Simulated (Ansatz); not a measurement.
**BH₂+ (singlet): from Hartree-Fock to the top rungs at angle H2–B1–H3 = 86.6°, aug-cc-pVTZ**

Aim: climb from Hartree-Fock through coupled cluster and multireference methods for BH₂+ (singlet) at one geometry and basis, and see what each rung misses.

Computed with Ansatz 0.2.0, Gaussian basis. Level: aug-cc-pVTZ, core rule «outside noble gas», up to 1 orbitals frozen.

Plan: UHF; CCSD(T) on RHF; CCSD(T) on UHF; BCCD(T) on RHF; CCSDT(Q) on RHF; CCSDT(Q) on UHF; CASSCF and NEVPT2, 4 electrons in 6 orbitals; Full CI.

7 further runs of the same task are left out: 1 for a known fault of the program, 4 that didn't finish, 2 set aside as unsound or not needed.

## Step 1: What is computed

The geometry derives from a PBE0/def2-TZVP stationary point (not a proven minimum). One angle is set to the value named; bond lengths are kept.

3 atoms, charge 1, spin multiplicity 1.

Atoms are counted from 1 here; the program's logs count them from 0.

Bond lengths: B1–H2 1.179 Å, B1–H3 1.179 Å. Angles: H2–B1–H3 86.6°.

## Step 2: UHF

in.yaml

```yaml
crystal:
  periodic: [false, false, false]
  atoms:
    - {symbol: B, position_ang: [-0.134871, 0.000000, 0.000000]}
    - {symbol: H, position_ang: [0.723304, 0.000000, -0.808704]}
    - {symbol: H, position_ang: [0.723304, 0.000000, 0.808704]}
basis:
  gaussian: {orbitals: aug-cc-pVTZ}
total_charge: 1
magnetization: {spin_polarized: true, initial_magnetization: 0}
hamiltonian: {xc: hf}
output: {orbitals: {seedname: orbitals}}
```

Run with:

```
> ansatz run in.yaml --threads 1 --pin off --events-out ev --progress --plain --max-ram 2393MiB
```

Further steps of the session: CCSD(T) on RHF; CCSD(T) on UHF; BCCD(T) on RHF; CCSDT(Q) on RHF; CCSDT(Q) on UHF; CASSCF and NEVPT2, 4 electrons in 6 orbitals; Full CI.

**Question.** What will the summary of the whole plan be? Wanted: FCI below the RHF energy; RMP2 from FCI; UMP2 from FCI; RCCSD from FCI; RCCSD(T) from FCI; UCCSD(T) from FCI; RCCSDT(Q) from FCI; UCCSDT(Q) from FCI; NEVPT2 valence from FCI.

The runs gave:

| quantity | value |
| --- | --- |
| FCI below the RHF energy | -2.6285 eV |
| RMP2 from FCI | +13.07 kcal/mol |
| UMP2 from FCI | +15.49 kcal/mol |
| RCCSD from FCI | +1.00 kcal/mol |
| RCCSD(T) from FCI | +0.19 kcal/mol |
| UCCSD(T) from FCI | +0.21 kcal/mol |
| RCCSDT(Q) from FCI | 0.00 kcal/mol |
| UCCSDT(Q) from FCI | 0.00 kcal/mol |
| NEVPT2 valence from FCI | +5.23 kcal/mol |
| levels within 1 kcal/mol (43 meV) | RCCSD, RCCSD(T), UCCSD(T), BCCD(T), RCCSDT, UCCSDT, RCCSDT(Q), UCCSDT(Q) |
| T1 diagnostic | 0.012 |
| effectively unpaired electrons | 0.04 |

In words: RCCSD(T) misses by +0.19 kcal/mol, 0.3 % of the correlation energy. One determinant dominates. These misses are within one basis, not against nature.
